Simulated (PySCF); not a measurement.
**[C4H6O]-: g tensor and hyperfine couplings**

Compound: C₄H₆O (charge -1 and doublet state).
Z-matrix (Å and degrees, PBE0-D3(BJ)/def2-SVP geometry), rows numbered from 1:
```
O 
C   1  1.2787
C   2  1.4919  1  122.71
C   3  1.5373  2  124.39  1   100.38
C   3  1.4986  2  120.73  1   172.29
H   2  1.1364  1  121.44  3   153.68
H   3  1.1044  2  113.75  1   -43.04
H   4  1.0963  3  116.17  5  -107.70
H   4  1.1040  3  120.85  5   105.57
H   5  1.0976  3  116.11  4   109.18
H   5  1.0971  3  119.54  4  -108.30
```

The hyperfine couplings belong to this conformer and change with its torsions.

The species is `[O-][CH]C1CC1` [radical] (charge -1).

Method used: UKS B3LYP, IGLO-III on C O, pcH-1 on H, non-relativistic, mean-field spin-orbit, GIAO in PySCF 2.14.0. Whether the extra electron is bound in the gas phase wasn't checked; a finite basis holds it in any case. The geometry's basis has no diffuse functions, a weakness for an anion. No stability test was run, so a lower SCF solution isn't excluded.

* g1, g2, g3: 2.00214, 2.00466, 2.00501
* g_iso: 2.00394
* Form of g: close to axial: the two nearest values differ by 12 % of g3 − g1
* ⟨S²⟩: 0.7541 (exact 0.7500)

Isotropic coupling and dipolar principal values T1 to T3, in G; ρ(0) is the spin density at the nucleus (MHz turned into gauss with g_iso; 10 G = 1 mT):

```tsv
atom	isotope	a_iso	T1	T2	T3	Mulliken spin population	ρ(0) (bohr⁻³)
O1	17O	-12.0	-36.9	17.9	19.0	0.28	0.0553
C2	13C	29.4	-15.2	-14.2	29.4	0.60	0.0733
C3	13C	-1.6	-1.4	0.0	1.4	0.03	-0.0039
C4	13C	54.6	-1.9	-1.5	3.3	0.00	0.1362
C5	13C	0.1	-0.9	-0.7	1.5	0.04	0.0002
H6	1H	-8.1	-7.4	0.1	7.2	-0.04	-0.0051
H7	1H	8.2	-1.4	-1.0	2.4	0.01	0.0051
H8	1H	-1.8	-1.9	-0.5	2.3	0.01	-0.0011
H9	1H	4.4	-1.4	-1.1	2.4	0.06	0.0027
H10	1H	-0.5	-1.0	-0.6	1.6	0.00	-0.0003
H11	1H	-1.0	-0.5	-0.5	1.0	0.00	-0.0007
```

Largest spin populations (Mulliken): C2 (+0.60) and O1 (+0.28). The angles at C2 add up to 355.3°, so it is nearly planar.

Axes: g2 points within 12° of the C2–H6 bond.

Under fast tumbling the dipolar parts average out, and these isotropic splittings remain: 1 × 1H (H7, I = 1/2, 2 lines) with 0.82 mT, 1 × 1H (H6, I = 1/2, 2 lines) with 0.81 mT, 2 × 1H (H9/H11, I = 1/2, 3 lines) with 0.17 mT and 2 × 1H (H8/H10, I = 1/2, 3 lines) with 0.12 mT.

Class means assume fast exchange of nuclei equivalent by connectivity; if that motion is slow, each nucleus keeps its own coupling. The 1H value of +4.6 MHz is a mean of couplings from -2.9 to 12.2 MHz in this one geometry, not an average over conformers.

The 17O coupling of O1 (-33.5 MHz) shows only in satellite lines or after enrichment, since that isotope makes up about 0.038 % of natural oxygen.

The 13C coupling of C2 (82.4 MHz) shows only in satellite lines or after enrichment, since that isotope makes up about 1.07 % of natural carbon.
